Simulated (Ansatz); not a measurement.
Two isomers of C3H5NO: A = `CC1=C(O)N1`, B = `OC1=CNC1`.

Isolated molecules relaxed with PBE0-D4/def2-TZVP in Ansatz; ΔE leaves out vibrations. CBS: MP2 limit from def2 TZ/QZ plus the TZ coupled-cluster correction, frozen cores. Functionals use def2-TZVPP. B3LYP here is the variant with VWN-RPA as its local correlation; programs differ in this. Each species was taken in one conformer, which may not be the lowest.

Which is lower in electronic energy at CCSD(T)/CBS, and by how much? (Estimate.)

Ansatz gave: B, by 125.3 kJ/mol.

Give E(B) − E(A) in kJ/mol with HF/def2-TZVPP, CCSD/def2-TZVPP, MP2/def2-TZVPP, PBE-D4, r2SCAN-D4, B3LYP, CCSD(T)/def2-TZVPP. (Best estimate.)

Computed: HF/def2-TZVPP -130.9, CCSD/def2-TZVPP -128.1, MP2/def2-TZVPP -122.4, PBE-D4 -114.9, r2SCAN-D4 -117.3, B3LYP -114.9, CCSD(T)/def2-TZVPP -125.8. None reverses the order clearly.

Does the order hold for the free energy at 298.15 K (harmonic terms from PBE0-D4)? (Estimate.)

The calculation gave: Yes: G(B) − G(A) = -114.4 kJ/mol, for one conformer each.

Largest T1 diagnostic: 0.012.

In def2-TZVPP, CCSD(T) changes the Hartree–Fock value by +5.1 kJ/mol (the triples alone add +2.3 kJ/mol) and MP2 by +8.5 kJ/mol. From r2SCAN to r2SCAN0 (25 % exact exchange), in def2-TZVPP and without D4, E(B) − E(A) moves by −6.3 kJ/mol.
